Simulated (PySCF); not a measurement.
Gas-phase reaction: 2 C2H5 + 4 SiH2 → Si2H6 + 2 (CH3)2Si

Method: PySCF energies plus ideal-gas RRHO corrections (1 bar). S°(298 K) at PBE0/def2-TZVP differs from the NASA 1993 table for C2H5 (+9 J/mol/K); whether the harmonic model or the table's entry is off was not settled. † marks an energy on the PBE0/def2-TZVP geometry and frequencies; other levels use their own. MP2 and CCSD(T) freeze the core. 6-31G* has spherical d functions here. Open shells (unrestricted): C2H5 (multiplicity 2); the rest are closed-shell singlets. B3LYP is the form with VWN-RPA correlation. No R ln 2 is added for the mirror-image form of (CH3)2Si. (CH3)2Si: computed as isolated molecules; such fragments, hydroxides, amides, oligomers or adducts are transient or little studied in the gas. MP2 isn't extrapolated to the basis-set limit; its ΔH°(298 K) is -938.6 kJ in def2-SVP and -993.7 kJ in def2-TZVPP. CCSD(T) isn't extrapolated to the basis-set limit; its ΔH°(298 K) is -870.7 kJ in def2-SVP and -926.8 kJ in def2-TZVPP. The harmonic model lacks anharmonicity and excited electronic states, which grow with temperature; levels with a mode under 35 cm⁻¹ are left out. Internal rotation in C2H5, Si2H6, (CH3)2Si is treated as a harmonic vibration of one conformer, which makes the entropy rough.

```
level                ΔE electronic, kJ  ΔH°(298 K), kJ  ΔS°(298 K), J/K  ΔG°(800 K), kJ
-------------------  -----------------  --------------  ---------------  --------------
B3LYP/6-31G*                      -932            -878             -468            -507
BLYP/def2-TZVP†                   -907            -857             -474            -482
CCSD(T)/def2-TZVPP†               -977            -927             -474            -552
MP2/def2-TZVPP†                  -1044            -994             -474            -619
PBE0/def2-TZVP                   -1008            -958             -474            -583
r2SCAN/def2-TZVP†                -1019            -969             -474            -594
LDA/def2-TZVP†                   -1144           -1094             -474            -719
ωB97M-V/def2-TZVP†                -993            -943             -474            -568
```
ΔH° is lowest at LDA/def2-TZVP† and highest at BLYP/def2-TZVP†. No reference value is set beside these.
